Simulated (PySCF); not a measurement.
**Aluminium: a sound run and one with changed settings**

Sound run: Al [Ne] 3s2 3p1, Al+ [Ne] 3s2. Computed with PySCF 2.14 in x2c-SVPall, with scalar relativity by spin-free X2C-1e. The sound run starts from symmetry-adapted Hartree-Fock orbitals and uses a fine grid where one is needed.

Changed run: radial step 0.5 in ln r (0.13 in the sound run). This setting is unsound on purpose.

```csv
species,method,sound run (hartree),changed run (hartree),converged
Al,UHF,-242.21896,-242.21896,yes
Al,M06-L,-242.69488,-242.74274,yes
Al,M06-2X,-242.70210,-242.72468,yes
Al+,UHF,-242.01507,-242.01507,yes
Al+,M06-L,-242.48025,-242.51992,yes
Al+,M06-2X,-242.49036,-242.51764,yes
```

Ionisation energy of Al:

| method | sound run (eV) | changed run (eV) |
| --- | --- | --- |
| UHF | 5.548 | 5.548 |
| M06-L | 5.840 | 6.063 |
| M06-2X | 5.761 | 5.634 |

A coarse radial grid mis-integrates the density and the exchange-correlation energy, with errors of either sign; Hartree-Fock needs no grid.

For comparison, NIST gives 5.986 eV between the lowest levels.
